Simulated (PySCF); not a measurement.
**Relative stability**

The two ends of one reaction step of SiNH₆F, closed shell (PBE0-D4/def2-TZVP).

A:

```
9
angstrom
Si -0.6398 0.6413 -1.0323
F 0.7533 1.3924 -0.7554
H -0.4318 -0.7339 -1.5355
H -1.5436 0.7095 0.1362
H -1.2583 1.4368 -2.1310
H 1.6518 -0.6302 0.7917
N 0.6835 -0.7793 1.0482
H 0.5440 -1.7750 1.1681
H 0.5400 -0.3395 1.9489
```

B:

Si1  (-1.046, -0.273, -0.285)
F2  (2.235, 0.995, -0.895)
H3  (-0.678, -1.193, -1.386)
H4  (-2.187, -0.854, 0.473)
H5  (-1.436, 1.060, -0.800)
H6  (1.583, 0.620, -0.306)
N7  (0.392, -0.044, 0.693)
H8  (0.807, -0.892, 1.060)
H9  (0.299, 0.617, 1.454)
(Å)

Program: PySCF 2.14 with density fitting (its default auxiliary sets; JK sets also for MP2 and CCSD(T)). Basis: def2-TZVPP. Cores are frozen in the correlated methods. B3LYP uses VWN-RPA correlation.

Task: Which structure is lower at CCSD(T), and by how much? (An estimate is asked for; the value comes from the calculation.)

Result: Computed: A, by 13.91 kcal/mol (electronic energy, against the other). By their contacts, A is a complex of SiH₃F ([F][SiH3]) + NH₃ and B is a complex of SiNH₅ ([NH2][SiH3]) + HF.

All methods give the same order:

```
   method  E(B) − E(A) (kcal/mol)
    SPW92                    9.35
   PBE-D4                   11.60
r2SCAN-D4                   13.98
  PBE0-D4                   12.13
 B3LYP-D4                   13.76
 BHLYP-D4                   15.05
  wB97M-V                   14.70
       HF                   17.82
      MP2                   13.33
     CCSD                   14.48
  CCSD(T)                   13.91
```

The T1 diagnostic stays at or below 0.010.

Labels in which every atom is bracketed show which atoms are joined, not bond orders.

For scale, one of the runs: CCSD(T)/def2-TZVPP, 188 basis functions, launched by `OMP_NUM_THREADS=4 python run.py`. Hardware: 4 CPU threads of an Arm Neoverse V2, shared host. Wall time 4.3 min; peak host memory 2 GiB.
